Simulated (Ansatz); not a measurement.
Ansatz (a first-principles code) input (CCSD(T)/cc-pCVDZ): A basis named .json is the Basis Set Exchange file of that set (core-valence sets with the plain set on hydrogen).

Ansatz 0.2 input:
```yaml
crystal:
  periodic: [false, false, false]
  atoms:
    - {symbol: O, position_ang: [0.05868076, 0.71529811, -0.05163121]}
    - {symbol: O, position_ang: [0.04226471, -0.60960507, -0.00105923]}
    - {symbol: H, position_ang: [-0.80756382, -0.84554439, 0.42152350]}
basis:
  gaussian:
    orbitals: cc-pCVDZ.json
magnetization: {spin_polarized: true, initial_magnetization: 1}
correlation: {method: ccsd_t, electrons: outside_noble_gas}
```

Output:

```
Functional definition: HF
integrals: 0.01 GiB planned
367 factors; integrals over basis functions are off by at most 1.4e-3 eV
mean field: 0.07 GiB planned
mean field evaluation 1: about -4085.3444 eV, gradient 1.6e1 eV
mean field evaluation 2: about -4085.3955 eV, gradient 1.6e1 eV
mean field evaluation 4: about -4086.5763 eV, gradient 3.0e0 eV
mean field evaluation 8: about -4086.8107 eV, gradient 4.6e-1 eV
mean field evaluation 16: about -4086.8172 eV, gradient 2.5e-6 eV
mean field evaluation 32: about -4086.1970 eV, gradient 3.4e-3 eV
mean field evaluation 64: about -4086.1970 eV, gradient 1.4e-3 eV
mean field evaluation 96: about -4086.1969 eV, gradient 3.3e-2 eV
mean field -4086.81715947 eV, -150.1877604664 hartree, gradient 2.5e-6 eV, S^2 0.759103; 6 other end points of the search recorded, 0 dependent functions left out
determinant -4086.81715947 eV, -150.1877604664 hartree, with singles and doubles -4096.82400247 eV, -150.5555051636 hartree
determinant -4086.19697345 eV, -150.1649690506 hartree, with singles and doubles -4095.88160641 eV, -150.5208727473 hartree
2 core orbitals not correlated
reference -4086.81715947 eV, -150.1877604664 hartree; 7, 6 occupied and 32, 33 virtual orbitals, 367 factors
second order -9.48337096 eV of doubles, -0.00000000 eV of singles
coupled cluster: 0.11 GiB planned
cycle   1  -10.00662188 eV  change    2.2e-4 eV  update   1.1e-3
cycle   2  -10.00719013 eV  change   -5.7e-4 eV  update   6.5e-4
cycle   3  -10.00659691 eV  change    5.9e-4 eV  update   2.9e-4
cycle   4  -10.00693496 eV  change   -3.4e-4 eV  update   1.5e-4
cycle   5  -10.00725820 eV  change   -3.2e-4 eV  update   5.0e-5
cycle   6  -10.00729515 eV  change   -3.7e-5 eV  update   1.3e-5
cycle   7  -10.00728719 eV  change    8.0e-6 eV  update   7.6e-6
perturbative correction -0.24155814 eV, -0.0088770980 hartree
Total energy: -4097.06600481 eV, -150.5643985856 hartree
```
